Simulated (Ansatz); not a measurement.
Mulliken charges of AlFH₂ (`[F][AlH2]`) from B3LYP/def2-TZVPP in Ansatz (PBE0-D4/def2-TZVP geometry).

| atom | x (Å) | y (Å) | z (Å) | charge (e) |
| --- | --- | --- | --- | --- |
| F1 | -0.330 | -0.030 | 1.552 | -0.357 |
| Al2 | 0.026 | -0.015 | -0.059 | 0.638 |
| H3 | -0.406 | -1.276 | -0.898 | -0.141 |
| H4 | 0.765 | 1.261 | -0.615 | -0.141 |

Question: By hand: the dipole of these point charges (1 e Å = 4.8032 D).

Answer: Σ q r = (0.084, 0.003, -0.378) e Å, of length 0.387 e Å = 1.86 D.

Question: How does the dipole of the full density compare? (Best estimate.)

Answer: Computed: (0.061, 0.002, -0.274) e Å, 1.35 D; the point charges give 1.38 times that, at 0° from its direction.

Point charges leave out the atoms' own dipoles, such as those of lone pairs, and Mulliken's split depends on the basis, so the two needn't agree.

B3LYP here is the variant with VWN-RPA as its local correlation; programs differ in this.
